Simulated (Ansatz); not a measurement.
**AlH2+ (triplet): RPA-PBE over a scan of the distance Al1–H2, cc-pVQZ**

How well do these functionals follow the top wave-function level for AlH2+ (triplet) over a scan of the distance Al1–H2?

Method: cc-pVQZ, all electrons in the functionals, frozen cores in the correlation of double hybrids and RPA; program: Ansatz 0.2.0, Gaussian basis.

The runs, in order: RPA-PBE, at 1.382 Å; 1.570 Å; 1.722 Å; 1.887 Å; 2.118 Å; 2.373 Å; 2.798 Å; 3.231 Å; 3.875 Å; 4.586 Å; 5.942 Å.

4 further runs of the same task are left out: 4 for a known fault of the program. Runs told in other sessions of the task aren't counted.

## 1. What is computed

The geometry derives from a PBE0/def2-TZVP stationary point (not a proven minimum). One bond is set to the value named and the two fragments are kept rigid.

3 atoms, charge 1, spin multiplicity 3.

Atoms are counted from 1 here; the program's logs count them from 0.

Bond lengths: Al1–H2 1.722 Å, Al1–H3 1.722 Å. Angles: H2–Al1–H3 63.0°.

As a file:

```
Al    0.0000    0.0000   -0.1021
H     0.0000    0.8996    1.3665
H     0.0000   -0.8996    1.3665
```

No dispersion term is added.

The geometry shown and the zero of energy belong to the point 1.722 Å. The yardstick, FCI, and other wave-function levels (R restricted, U unrestricted, valence and pair active spaces) come from earlier runs.

## 2. RPA-PBE, 1.382 Å

File in.yaml:

```yaml
crystal:
  periodic: [false, false, false]
  atoms:
    - {symbol: Al, position_ang: [0.000000, 0.006177, -0.092011]}
    - {symbol: H, position_ang: [0.000000, 0.728051, 1.086471]}
    - {symbol: H, position_ang: [0.000000, -0.893402, 1.376580]}
basis:
  gaussian: {orbitals: cc-pVQZ}
total_charge: 1
magnetization: {spin_polarized: true, initial_magnetization: 2}
hamiltonian: {xc: {name: PBE}}
correlation: {method: rpa, electrons: outside_noble_gas}
```

On the command line:

```
ansatz run in.yaml --threads 2 --pin off --events-out ev --progress --plain --max-ram 24576MiB --backend cuda --devices 0, --max-vram 18GiB
```

Log:

```text
Functional definition: PBE
  name "PBE"
  cite "Perdew, Burke & Ernzerhof, Phys. Rev. Lett. 77, 3865 (1996) doi:10.1103/PhysRevLett.77.3865"
  parent pbe
  parameter kappa = 0.804
  parameter beta = 0.06672455060314922
  exchange = pbe_x(kappa = kappa, mu = beta*pi^2/3)
  correlation = pbe_c(beta = beta)
692 factors; integrals over basis functions are off by at most 9.0e-4 eV
mean field evaluation 1: about -6611.9647 eV, gradient 1.3e1 eV
mean field evaluation 2: about -6611.9637 eV, gradient 1.3e1 eV
mean field evaluation 4: about -6613.4222 eV, gradient 1.4e0 eV
mean field evaluation 8: about -6613.4412 eV, gradient 3.4e-2 eV
mean field evaluation 16: about -6613.4412 eV, gradient 3.5e-6 eV
mean field -6613.44117795 eV, -243.0394805383 hartree, gradient 3.5e-6 eV, S^2 2.003945; 0 other end points of the search recorded, 0 dependent functions left out
5 core orbitals not correlated: weight in the atoms' cores, before any rotation towards them, 1.000 or more for the frozen orbitals, at most 0.000 for the correlated occupied ones
reference -6603.22606034 eV, -242.6640818900 hartree; 3, 1 occupied and 111, 113 virtual orbitals, 692 factors
Total energy: -6607.17345148 eV, -242.8091458390 hartree
```

It took 5 s on 1 × H100 (card shared with other runs) with 2 threads of AMD EPYC 7R13, shared host; peak host memory 0.86 GiB.

From the report: ⟨S²⟩ of the determinant 2.004 (pure triplet: 2.00).

## 3. RPA-PBE, 1.570 Å

File in.yaml:

```yaml
crystal:
  periodic: [false, false, false]
  atoms:
    - {symbol: Al, position_ang: [0.000000, 0.002764, -0.097584]}
    - {symbol: H, position_ang: [0.000000, 0.822838, 1.241213]}
    - {symbol: H, position_ang: [0.000000, -0.896815, 1.371007]}
basis:
  gaussian: {orbitals: cc-pVQZ}
total_charge: 1
magnetization: {spin_polarized: true, initial_magnetization: 2}
hamiltonian: {xc: {name: PBE}}
correlation: {method: rpa, electrons: outside_noble_gas}
```

Same command.

Log, shortened:

```text
Functional definition: PBE
  name "PBE"
  cite "Perdew, Burke & Ernzerhof, Phys. Rev. Lett. 77, 3865 (1996) doi:10.1103/PhysRevLett.77.3865"
  parent pbe
[...]
688 factors; integrals over basis functions are off by at most 1.1e-3 eV
[...]
mean field -6613.99041961 eV, -243.0596647971 hartree, gradient 3.5e-6 eV, S^2 2.004971; 0 other end points of the search recorded, 0 dependent functions left out
5 core orbitals not correlated: weight in the atoms' cores, before any rotation towards them, 1.000 or more for the frozen orbitals, at most 0.000 for the correlated occupied ones
reference -6603.72526284 eV, -242.6824272436 hartree; 3, 1 occupied and 111, 113 virtual orbitals, 688 factors
Total energy: -6607.70058820 eV, -242.8285177561 hartree
```

Run time: 3.1 s. Hardware: 1 × H100 (card shared with other runs) with 2 threads of AMD EPYC 7R13, shared host; peak host memory 0.85 GiB.

From the report: ⟨S²⟩ of the determinant 2.005 (pure triplet: 2.00).

## 4. RPA-PBE, 1.722 Å

File in.yaml:

```yaml
crystal:
  periodic: [false, false, false]
  atoms:
    - {symbol: Al, position_ang: [0.000000, 0.000000, -0.102095]}
    - {symbol: H, position_ang: [0.000000, 0.899579, 1.366496]}
    - {symbol: H, position_ang: [0.000000, -0.899579, 1.366496]}
basis:
  gaussian: {orbitals: cc-pVQZ}
total_charge: 1
magnetization: {spin_polarized: true, initial_magnetization: 2}
hamiltonian: {xc: {name: PBE}}
correlation: {method: rpa, electrons: outside_noble_gas}
```

Launched as before.

Log, shortened:

```text
Functional definition: PBE
  name "PBE"
  cite "Perdew, Burke & Ernzerhof, Phys. Rev. Lett. 77, 3865 (1996) doi:10.1103/PhysRevLett.77.3865"
  parent pbe
[...]
688 factors; integrals over basis functions are off by at most 1.1e-3 eV
[...]
mean field -6614.08776541 eV, -243.0632421891 hartree, gradient 3.4e-6 eV, S^2 2.006261; 0 other end points of the search recorded, 0 dependent functions left out
5 core orbitals not correlated: weight in the atoms' cores, before any rotation towards them, 1.000 or more for the frozen orbitals, at most 0.000 for the correlated occupied ones
reference -6603.79378105 eV, -242.6849452414 hartree; 3, 1 occupied and 111, 113 virtual orbitals, 688 factors
Total energy: -6607.77622093 eV, -242.8312972077 hartree
```

Run time: 4.3 s. Hardware: 1 × H100 (card shared with other runs) with 2 threads of AMD EPYC 7R13, shared host; peak host memory 0.86 GiB.

From the report: ⟨S²⟩ of the determinant 2.006 (pure triplet: 2.00).

## 5. RPA-PBE, 1.887 Å

File in.yaml:

```yaml
crystal:
  periodic: [false, false, false]
  atoms:
    - {symbol: Al, position_ang: [0.000000, -0.002992, -0.106980]}
    - {symbol: H, position_ang: [0.000000, 0.982664, 1.502135]}
    - {symbol: H, position_ang: [0.000000, -0.902571, 1.361611]}
basis:
  gaussian: {orbitals: cc-pVQZ}
total_charge: 1
magnetization: {spin_polarized: true, initial_magnetization: 2}
hamiltonian: {xc: {name: PBE}}
correlation: {method: rpa, electrons: outside_noble_gas}
```

Same command.

Log, shortened:

```text
Functional definition: PBE
  name "PBE"
  cite "Perdew, Burke & Ernzerhof, Phys. Rev. Lett. 77, 3865 (1996) doi:10.1103/PhysRevLett.77.3865"
  parent pbe
[...]
685 factors; integrals over basis functions are off by at most 1.0e-3 eV
[...]
mean field -6614.04813206 eV, -243.0617856905 hartree, gradient 6.0e-6 eV, S^2 2.007882; 0 other end points of the search recorded, 0 dependent functions left out
5 core orbitals not correlated: weight in the atoms' cores, before any rotation towards them, 1.000 or more for the frozen orbitals, at most 0.000 for the correlated occupied ones
reference -6603.75578601 eV, -242.6835489496 hartree; 3, 1 occupied and 111, 113 virtual orbitals, 685 factors
Total energy: -6607.71445993 eV, -242.8290275326 hartree
```

Wall time 7 s (1 × H100 (card shared with other runs) with 2 threads of AMD EPYC 7R13, shared host); peak host memory 0.87 GiB.

From the report: ⟨S²⟩ of the determinant 2.008 (pure triplet: 2.00).

From 1.722 Å: +6.0 kJ/mol.

## 6. RPA-PBE, 2.118 Å

File in.yaml:

```yaml
crystal:
  periodic: [false, false, false]
  atoms:
    - {symbol: Al, position_ang: [0.000000, -0.007186, -0.113827]}
    - {symbol: H, position_ang: [0.000000, 1.099131, 1.692270]}
    - {symbol: H, position_ang: [0.000000, -0.906765, 1.354764]}
basis:
  gaussian: {orbitals: cc-pVQZ}
total_charge: 1
magnetization: {spin_polarized: true, initial_magnetization: 2}
hamiltonian: {xc: {name: PBE}}
correlation: {method: rpa, electrons: outside_noble_gas}
```

Same command.

Log, shortened:

```text
Functional definition: PBE
  name "PBE"
  cite "Perdew, Burke & Ernzerhof, Phys. Rev. Lett. 77, 3865 (1996) doi:10.1103/PhysRevLett.77.3865"
  parent pbe
[...]
685 factors; integrals over basis functions are off by at most 9.8e-4 eV
[...]
mean field -6613.93140988 eV, -243.0574962292 hartree, gradient 9.8e-6 eV, S^2 2.009244; 0 other end points of the search recorded, 0 dependent functions left out
5 core orbitals not correlated: weight in the atoms' cores, before any rotation towards them, 1.000 or more for the frozen orbitals, at most 0.000 for the correlated occupied ones
reference -6603.69909903 eV, -242.6814657412 hartree; 3, 1 occupied and 111, 113 virtual orbitals, 685 factors
Total energy: -6607.57903542 eV, -242.8240507738 hartree
```

Wall time 6.5 s (1 × H100 (card shared with other runs) with 2 threads of AMD EPYC 7R13, shared host); peak host memory 0.87 GiB.

From the report: ⟨S²⟩ of the determinant 2.009 (pure triplet: 2.00).

From 1.722 Å: +19.0 kJ/mol.

## 7. RPA-PBE, 2.373 Å

File in.yaml:

```yaml
crystal:
  periodic: [false, false, false]
  atoms:
    - {symbol: Al, position_ang: [0.000000, -0.011816, -0.121385]}
    - {symbol: H, position_ang: [0.000000, 1.227698, 1.902160]}
    - {symbol: H, position_ang: [0.000000, -0.911395, 1.347206]}
basis:
  gaussian: {orbitals: cc-pVQZ}
total_charge: 1
magnetization: {spin_polarized: true, initial_magnetization: 2}
hamiltonian: {xc: {name: PBE}}
correlation: {method: rpa, electrons: outside_noble_gas}
```

The command is unchanged.

Log, shortened:

```text
Functional definition: PBE
  name "PBE"
  cite "Perdew, Burke & Ernzerhof, Phys. Rev. Lett. 77, 3865 (1996) doi:10.1103/PhysRevLett.77.3865"
  parent pbe
[...]
687 factors; integrals over basis functions are off by at most 1.0e-3 eV
[...]
mean field -6613.82990229 eV, -243.0537658941 hartree, gradient 1.9e-6 eV, S^2 2.008866; 0 other end points of the search recorded, 0 dependent functions left out
5 core orbitals not correlated: weight in the atoms' cores, before any rotation towards them, 1.000 or more for the frozen orbitals, at most 0.000 for the correlated occupied ones
reference -6603.68329654 eV, -242.6808850104 hartree; 3, 1 occupied and 111, 113 virtual orbitals, 687 factors
Total energy: -6607.47850926 eV, -242.8203565054 hartree
```

Wall time 3.7 s (1 × H100 (card shared with other runs) with 2 threads of AMD EPYC 7R13, shared host); peak host memory 0.86 GiB.

From the report: ⟨S²⟩ of the determinant 2.009 (pure triplet: 2.00).

From 1.722 Å: +28.7 kJ/mol.

## 8. RPA-PBE, 2.798 Å

File in.yaml:

```yaml
crystal:
  periodic: [false, false, false]
  atoms:
    - {symbol: Al, position_ang: [0.000000, -0.019532, -0.133983]}
    - {symbol: H, position_ang: [0.000000, 1.441976, 2.251976]}
    - {symbol: H, position_ang: [0.000000, -0.919111, 1.334608]}
basis:
  gaussian: {orbitals: cc-pVQZ}
total_charge: 1
magnetization: {spin_polarized: true, initial_magnetization: 2}
hamiltonian: {xc: {name: PBE}}
correlation: {method: rpa, electrons: outside_noble_gas}
```

Same command.

Log, shortened:

```text
Functional definition: PBE
  name "PBE"
  cite "Perdew, Burke & Ernzerhof, Phys. Rev. Lett. 77, 3865 (1996) doi:10.1103/PhysRevLett.77.3865"
  parent pbe
[...]
683 factors; integrals over basis functions are off by at most 8.3e-4 eV
[...]
mean field -6613.72976773 eV, -243.0500860171 hartree, gradient 1.2e-6 eV, S^2 2.007758; 0 other end points of the search recorded, 0 dependent functions left out
5 core orbitals not correlated: weight in the atoms' cores, before any rotation towards them, 1.000 or more for the frozen orbitals, at most 0.000 for the correlated occupied ones
reference -6603.68086644 eV, -242.6807957061 hartree; 3, 1 occupied and 111, 113 virtual orbitals, 683 factors
Total energy: -6607.40039154 eV, -242.8174857324 hartree
```

Wall time 3.4 s (1 × H100 (card shared with other runs) with 2 threads of AMD EPYC 7R13, shared host); peak host memory 0.87 GiB.

From the report: ⟨S²⟩ of the determinant 2.008 (pure triplet: 2.00).

From 1.722 Å: +36.3 kJ/mol.

## 9. RPA-PBE, 3.231 Å

File in.yaml:

```yaml
crystal:
  periodic: [false, false, false]
  atoms:
    - {symbol: Al, position_ang: [0.000000, -0.027394, -0.146817]}
    - {symbol: H, position_ang: [0.000000, 1.660288, 2.608376]}
    - {symbol: H, position_ang: [0.000000, -0.926973, 1.321774]}
basis:
  gaussian: {orbitals: cc-pVQZ}
total_charge: 1
magnetization: {spin_polarized: true, initial_magnetization: 2}
hamiltonian: {xc: {name: PBE}}
correlation: {method: rpa, electrons: outside_noble_gas}
```

Launched as before.

Log, shortened:

```text
Functional definition: PBE
  name "PBE"
  cite "Perdew, Burke & Ernzerhof, Phys. Rev. Lett. 77, 3865 (1996) doi:10.1103/PhysRevLett.77.3865"
  parent pbe
[...]
683 factors; integrals over basis functions are off by at most 8.3e-4 eV
[...]
mean field -6613.66349218 eV, -243.0476504353 hartree, gradient 9.3e-6 eV, S^2 2.007583; 0 other end points of the search recorded, 0 dependent functions left out
5 core orbitals not correlated: weight in the atoms' cores, before any rotation towards them, 1.000 or more for the frozen orbitals, at most 0.000 for the correlated occupied ones
reference -6603.68459770 eV, -242.6809328272 hartree; 3, 1 occupied and 111, 113 virtual orbitals, 683 factors
Total energy: -6607.35924222 eV, -242.8159735227 hartree
```

It took 8 s on 1 × H100 (card shared with other runs) with 2 threads of AMD EPYC 7R13, shared host; peak host memory 0.87 GiB.

From the report: ⟨S²⟩ of the determinant 2.008 (pure triplet: 2.00).

From 1.722 Å: +40.2 kJ/mol.

## 10. RPA-PBE, 3.875 Å

File in.yaml:

```yaml
crystal:
  periodic: [false, false, false]
  atoms:
    - {symbol: Al, position_ang: [0.000000, -0.039087, -0.165906]}
    - {symbol: H, position_ang: [0.000000, 1.984982, 3.138450]}
    - {symbol: H, position_ang: [0.000000, -0.938666, 1.302685]}
basis:
  gaussian: {orbitals: cc-pVQZ}
total_charge: 1
magnetization: {spin_polarized: true, initial_magnetization: 2}
hamiltonian: {xc: {name: PBE}}
correlation: {method: rpa, electrons: outside_noble_gas}
```

The command is unchanged.

Log, shortened:

```text
Functional definition: PBE
  name "PBE"
  cite "Perdew, Burke & Ernzerhof, Phys. Rev. Lett. 77, 3865 (1996) doi:10.1103/PhysRevLett.77.3865"
  parent pbe
[...]
683 factors; integrals over basis functions are off by at most 8.3e-4 eV
[...]
mean field -6613.60520966 eV, -243.0455085924 hartree, gradient 2.4e-6 eV, S^2 2.007703; 0 other end points of the search recorded, 0 dependent functions left out
5 core orbitals not correlated: weight in the atoms' cores, before any rotation towards them, 1.000 or more for the frozen orbitals, at most 0.000 for the correlated occupied ones
reference -6603.69924292 eV, -242.6814710294 hartree; 3, 1 occupied and 111, 113 virtual orbitals, 683 factors
Total energy: -6607.33144125 eV, -242.8149518559 hartree
```

It took 6 s on 1 × H100 (card shared with other runs) with 2 threads of AMD EPYC 7R13, shared host; peak host memory 0.87 GiB.

From the report: ⟨S²⟩ of the determinant 2.008 (pure triplet: 2.00).

From 1.722 Å: +42.9 kJ/mol.

## 11. RPA-PBE, 4.586 Å

File in.yaml:

```yaml
crystal:
  periodic: [false, false, false]
  atoms:
    - {symbol: Al, position_ang: [0.000000, -0.051996, -0.186981]}
    - {symbol: H, position_ang: [0.000000, 2.343457, 3.723672]}
    - {symbol: H, position_ang: [0.000000, -0.951575, 1.281610]}
basis:
  gaussian: {orbitals: cc-pVQZ}
total_charge: 1
magnetization: {spin_polarized: true, initial_magnetization: 2}
hamiltonian: {xc: {name: PBE}}
correlation: {method: rpa, electrons: outside_noble_gas}
```

The command is unchanged.

Log, shortened:

```text
Functional definition: PBE
  name "PBE"
  cite "Perdew, Burke & Ernzerhof, Phys. Rev. Lett. 77, 3865 (1996) doi:10.1103/PhysRevLett.77.3865"
  parent pbe
[...]
683 factors; integrals over basis functions are off by at most 8.3e-4 eV
[...]
mean field -6613.57503455 eV, -243.0443996777 hartree, gradient 3.4e-6 eV, S^2 2.007782; 0 other end points of the search recorded, 0 dependent functions left out
5 core orbitals not correlated: weight in the atoms' cores, before any rotation towards them, 1.000 or more for the frozen orbitals, at most 0.000 for the correlated occupied ones
reference -6603.71660850 eV, -242.6821092027 hartree; 3, 1 occupied and 111, 113 virtual orbitals, 683 factors
Total energy: -6607.32688174 eV, -242.8147842971 hartree
```

It took 4.2 s on 1 × H100 (card shared with other runs) with 2 threads of AMD EPYC 7R13, shared host; peak host memory 0.86 GiB.

From the report: ⟨S²⟩ of the determinant 2.008 (pure triplet: 2.00).

From 1.722 Å: +43.4 kJ/mol.

## 12. RPA-PBE, 5.942 Å

File in.yaml:

```yaml
crystal:
  periodic: [false, false, false]
  atoms:
    - {symbol: Al, position_ang: [0.000000, -0.076616, -0.227174]}
    - {symbol: H, position_ang: [0.000000, 3.027130, 4.839790]}
    - {symbol: H, position_ang: [0.000000, -0.976195, 1.241417]}
basis:
  gaussian: {orbitals: cc-pVQZ}
total_charge: 1
magnetization: {spin_polarized: true, initial_magnetization: 2}
hamiltonian: {xc: {name: PBE}}
correlation: {method: rpa, electrons: outside_noble_gas}
```

Same command.

Log, shortened:

```text
Functional definition: PBE
  name "PBE"
  cite "Perdew, Burke & Ernzerhof, Phys. Rev. Lett. 77, 3865 (1996) doi:10.1103/PhysRevLett.77.3865"
  parent pbe
[...]
683 factors; integrals over basis functions are off by at most 8.3e-4 eV
[...]
mean field -6613.55658563 eV, -243.0437216922 hartree, gradient 2.4e-6 eV, S^2 2.007834; 2 other end points of the search recorded, 0 dependent functions left out
5 core orbitals not correlated: weight in the atoms' cores, before any rotation towards them, 1.000 or more for the frozen orbitals, at most 0.000 for the correlated occupied ones
reference -6603.73546774 eV, -242.6828022668 hartree; 3, 1 occupied and 111, 113 virtual orbitals, 683 factors
Total energy: -6607.33457431 eV, -242.8150669937 hartree
```

Wall time 3.8 s (1 × H100 (card shared with other runs) with 2 threads of AMD EPYC 7R13, shared host); peak host memory 0.87 GiB.

From the report: ⟨S²⟩ of the determinant 2.008 (pure triplet: 2.00).

From 1.722 Å: +42.6 kJ/mol.

## 13. The comparison

The yardstick is full CI for this spin, exact in this basis with these frozen cores. It comes from earlier runs at the same points. Energies in kJ/mol, counted from 1.722 Å; blanks weren't run or aren't comparable.

| level | 1.382 Å | 1.570 Å | 1.722 Å | 1.887 Å | 2.118 Å | 2.373 Å | 2.798 Å | 3.231 Å | 3.875 Å | 4.586 Å | 5.942 Å |
| --- | --- | --- | --- | --- | --- | --- | --- | --- | --- | --- | --- |
| FCI | 59.0 | 7.8 | 0.0 | 5.2 | 17.7 | 27.9 | 36.0 | 39.9 | 43.0 | 44.5 | 45.4 |
| RPA-PBE | 58.2 | 7.3 | 0.0 | 6.0 | 19.0 | 28.7 | 36.3 | 40.2 | 42.9 | 43.4 | 42.6 |

Largest miss and mean time a point (FCI took 2 min a point; shared hosts):

| level | largest miss (kJ/mol) | where | time a point |
| --- | --- | --- | --- |
| RPA-PBE | -2.8 | 5.942 Å | 5 s |

## 14. Results

| quantity | value |
| --- | --- |
| span of the FCI curve | 59.0 kJ/mol |
| largest miss, RPA-PBE | -2.8 kJ/mol (5.942 Å) |

In words: RPA-PBE strays by up to 2.8 kJ/mol, at 5.942 Å. Functionals and the yardstick converge differently with the basis, so part of each miss in cc-pVQZ is the basis.
